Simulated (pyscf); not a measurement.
A first-order saddle from PySCF, ωB97X-D3(BJ)/def2-SVP:

```
Si
H 1 1.4967
H 1 1.4967 2 119.08
H 1 1.4976 2 118.82 3 -159.37
C 1 2.2512 2 83.90 4 79.84
H 5 1.0962 1 103.88 2 -59.92
H 5 1.0962 6 114.40 2 142.79
H 5 1.0962 6 114.41 7 134.76
Si 1 2.4047 2 96.70 5 -178.96
H 9 1.4972 1 111.46 2 -60.30
Si 9 2.3297 10 110.60 1 -119.73
H 11 1.4938 9 112.12 10 -60.06
H 11 1.4940 12 108.64 9 -122.83
H 11 1.4946 12 108.42 13 -117.55
Si 9 2.3297 10 110.60 11 -120.55
H 15 1.4938 9 112.12 10 59.93
H 15 1.4940 16 108.64 9 122.83
H 15 1.4946 16 108.42 17 117.55
```
Charge 0, spin multiplicity 2.

Surface: doublet, charge 0. Lowest wavenumbers (cm⁻¹): 517i, 49, 64, 75, 87.

Q: Which two sides does it connect, and which bonds change?

A: H₃Si–SiH(SiH₃)–SiH₃ (SMILES [SiH3][SiH]([SiH3])[SiH3]) + CH₃• (SMILES [CH3]) ⇌ H₃Si–SiH•–SiH₃ (SMILES [SiH3][SiH][SiH3]) + H₃C–SiH₃ (SMILES C[SiH3]), a substitution at Si read from left to right: Si–Si broken and C–Si formed. At ωB97M-D3(BJ)/def2-TZVP it lies +7.4 kcal/mol from the left side and +25.6 kcal/mol from the right (each side as separated species at their lowest minima found). This is the saddle that the search found; another between the same sides may lie lower. The angle at the attacked Si is 179°.
